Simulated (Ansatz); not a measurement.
Input file:

```yaml
crystal:
  periodic: [false, false, false]
  atoms:
    - {symbol: Si, position_ang: [0.000000, 0.000000, -1.363630]}
    - {symbol: N, position_ang: [0.000000, 0.000000, 0.182007]}
    - {symbol: H, position_ang: [0.000000, 0.000000, 1.181623]}
basis:
  gaussian: {orbitals: 6-31G}
total_charge: 1
magnetization: {spin_polarized: false, initial_magnetization: 1}
correlation: {method: fic_mrcisd_q, electrons: all, active_space: {window: {electrons: 7, orbitals: 4}, states: [{multiplicity: 2, weights: [0.5, 1, 1, 0.5]}]}}
scf: {lower_state_search: off}
```

```sh
$ ansatz run in.yaml --threads 1 --pin off --events-out ev --progress --plain --max-ram 2393MiB
```

Log:

```
these checks for a lower state are left out or cut short: stability, starts, cluster_reference, orbital_swaps, neighbouring_geometries, increment
499 factors; integrals over basis functions are off by at most 1.2e-7 eV
mean field evaluation 1: about -9333.7941 eV, gradient 6.7e1 eV
mean field evaluation 2: about -9333.7988 eV, gradient 6.7e1 eV
mean field evaluation 4: about -9345.7185 eV, gradient 1.5e1 eV
mean field evaluation 8: about -9346.5887 eV, gradient 1.5e-1 eV
mean field -9346.59172269 eV, -343.4809104615 hartree, gradient 2.6e-6 eV, S^2 0.750000; 0 other end points of the search recorded, 0 dependent functions left out
reference -9346.59172269 eV, -343.4809104615 hartree; 11, 10 occupied and 13, 14 virtual orbitals, 499 factors
state -9347.85508406 eV, -343.5273381354 hartree
state -9347.85508406 eV, -343.5273381354 hartree
state -9345.43856287 eV, -343.4385326196 hartree
state -9339.36280449 eV, -343.2152526175 hartree
contracted CI cycle   1: correlation 0.00000000 eV, 0.0000000000 hartree, residual 1.70e1 eV
contracted CI cycle   2: correlation -3.50952683 eV, -0.1289727322 hartree, residual 3.88e0 eV
contracted CI cycle   3: correlation -3.85638665 eV, -0.1417195953 hartree, residual 1.55e0 eV
contracted CI cycle   4: correlation -3.90296138 eV, -0.1434311851 hartree, residual 5.01e-1 eV
contracted CI cycle   5: correlation -3.90728443 eV, -0.1435900545 hartree, residual 1.84e-1 eV
contracted CI cycle   6: correlation -3.90774478 eV, -0.1436069717 hartree, residual 6.02e-2 eV
...
state -9347.85508406 eV, -343.5273381354 hartree; corrected -9352.09750984 eV, -343.6832444074 hartree
state -9347.85508406 eV, -343.5273381354 hartree; corrected -9352.09750984 eV, -343.6832444074 hartree
...
state -9345.43856287 eV, -343.4385326196 hartree; corrected -9351.99785996 eV, -343.6795823416 hartree
...
contracted CI cycle   5: correlation -5.43167212 eV, -0.1996102686 hartree, residual 7.58e-1 eV
contracted CI cycle   6: correlation -5.44953084 eV, -0.2002665646 hartree, residual 3.85e-1 eV
contracted CI cycle   7: correlation -5.45189196 eV, -0.2003533342 hartree, residual 1.35e-1 eV
contracted CI cycle   8: correlation -5.45214378 eV, -0.2003625882 hartree, residual 3.67e-2 eV
contracted CI cycle   9: correlation -5.45216347 eV, -0.2003633120 hartree, residual 9.75e-3 eV
contracted CI cycle  10: correlation -5.45216517 eV, -0.2003633744 hartree, residual 3.34e-3 eV
contracted CI cycle  11: correlation -5.45216535 eV, -0.2003633812 hartree, residual 1.18e-3 eV
contracted CI cycle  12: correlation -5.45216538 eV, -0.2003633821 hartree, residual 4.33e-4 eV
contracted CI cycle  13: correlation -5.45216538 eV, -0.2003633822 hartree, residual 1.51e-4 eV
contracted CI cycle  14: correlation -5.45216538 eV, -0.2003633822 hartree, residual 4.94e-5 eV
state -9339.36280449 eV, -343.2152526175 hartree; corrected -9347.65770537 eV, -343.5200846023 hartree
an earlier search ended where averaged states of different weights were degenerate, so these states were given the mean of their weights and the orbitals were optimised with it
Total energy: -9351.32432580 eV, -343.6548304180 hartree
Checks for a lower state left out: stability, starts, cluster_reference, orbital_swaps, neighbouring_geometries, increment
```

Natural occupations, averaged over the states: 1.8333 1.7500 1.7500 1.6667.

The total printed last is the weighted mean of the 4 states, 0.773 eV above the lowest of them, and is no single state's energy.

Ran on 1 thread of Arm Neoverse V1, shared host: 1.5 s wall, 0.09 GiB peak host memory.
